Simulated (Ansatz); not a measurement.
Rock-salt KF, treated with G0W0@PBE0 in Ansatz (plane waves, hard PAW, contour deformation).

The same calculation (at the measured cell, 19.077 Å³/atom) with different numerical settings; throughout: k mesh 2×2×2:

| run | response cutoff (eV) | empty bands | quasiparticle gap on the mesh (eV) | quasiparticle gap at Γ (eV) | rough time |
|---|---|---|---|---|---|
| 1 | 100 | 159 | 10.753 | 10.753 | 50 core-s |
| 2 | 150 | 292 | 10.881 | 10.881 | 80 core-s |
| 3 | 200 | 450 | 11.002 | 11.002 | 3 core-min |
| 4 | 250 | 629 | 11.097 | 11.097 | 4 core-min |
| 5 | 300 | 827 | 11.168 | 11.168 | 8 core-min |
| 6 | 400 | 1273 | 11.257 | 11.257 | 30 core-min |
| 7 | 500 | 1779 | 11.310 | 11.310 | 50 core-min |

In the column quasiparticle gap on the mesh (eV) the first row differs from the last by -0.557 and the next to last by -0.053.

The last row is no converged limit: other settings stay fixed.

Note: GW on a hybrid start was not checked against another program.

Ansatz is an electronic-structure program.
